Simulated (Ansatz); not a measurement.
Process, species as SMILES: [CH3] (CH3) → C atom + 3 H atom
B3LYP-D3(BJ)/def2-TZVP geometries, fixed; electronic energies without zero-point terms.
Largest species:
```
C
H 1 1.0789
H 1 1.0789 2 120.00
H 1 1.0789 2 120.00 3 -180.00
```
Charge 0, spin multiplicity 2.

Basis-set convergence of the atomisation energy at MP2 with Ansatz (a program for electronic structure). Cartesian d functions, on some or all atoms, in 6-31G*; all else is spherical. Cores are frozen. Open shells are unrestricted. No added dispersion term, no relativity. Functions are those of the species that has most. Reference: Hartree-Fock in aug-cc-pVQZ plus the correlation part extrapolated as X^-3 from aug-cc-pVTZ and aug-cc-pVQZ, 305.67 kcal/mol, itself unsure by roughly 0.75 kcal/mol (a third of the extrapolation step and of the last Hartree-Fock step).

```csv
basis,functions,atomisation energy (kcal/mol)
6-31G,15,…
pcseg-0,15,266.27
def2-SV(P),20,…
6-31G*,21,276.78
pcseg-1,29,…
6-311G**,36,…
"6-311++G(2d,2p)",57,294.97
pcseg-2,72,301.04
def2-TZVPP,73,300.14
"6-311++G(3df,3pd)",93,301.13
cc-pVQZ,145,303.35
def2-QZVPP,147,303.46
aug-cc-pVQZ,218,303.72
```

Problem. Complete the blanks.

Solution. 
- 6-31G, atomisation energy (kcal/mol): 267.39
- def2-SV(P), atomisation energy (kcal/mol): 273.68
- pcseg-1, atomisation energy (kcal/mol): 289.57
- 6-311G**, atomisation energy (kcal/mol): 290.40
